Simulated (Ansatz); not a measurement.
**1T (CdI2-type) SnSe2**

Computed with PBE+SOC (Ansatz, a quantum-chemistry and plane-wave program, plane waves, PAW).

Numerical settings: plane-wave cutoff 520 eV, 12×12×6 k mesh (along the axes of the cell as run), Fermi–Dirac smearing 0.01 eV, PAW data made under PBE.

Cell (measured lattice):

Space group P-3m1 (No. 164); a = 3.811 Å, b = 3.811 Å, c = 6.140 Å, α = 90.00°, β = 90.00°, γ = 120.00°

| atom | site | symmetry | x | y | z |
|---|---|---|---|---|---|
| Sn | 1a | -3m. | 0.0000 | 0.0000 | 0.0000 |
| Se | 2d | 3m. | 0.3333 | 0.6667 | 0.2587 |

For 1T (CdI2-type) SnSe2, the band gap is 0.48 eV (indirect) and the smallest direct gap on the k points sampled is 1.04 eV.

Measured, for comparison: band gap 0.98 eV (temperature not stated, no zero-point or thermal correction, indirect, our sources range from 0.98 to 1.06; as tabulated in Gonzalez and Oleynik (2016), arXiv:1609.04381). Computed (rounded) less measured: band gap -0.50 eV (-0.50 eV to -0.58 eV over the range).

Note: cell and atoms aren't relaxed at this level (largest force component 0.16 eV/Å, pressure 3.2 GPa).

Static lattice: no zero-point or thermal effects.

Computing time: about 5 core-minutes (a rough figure).
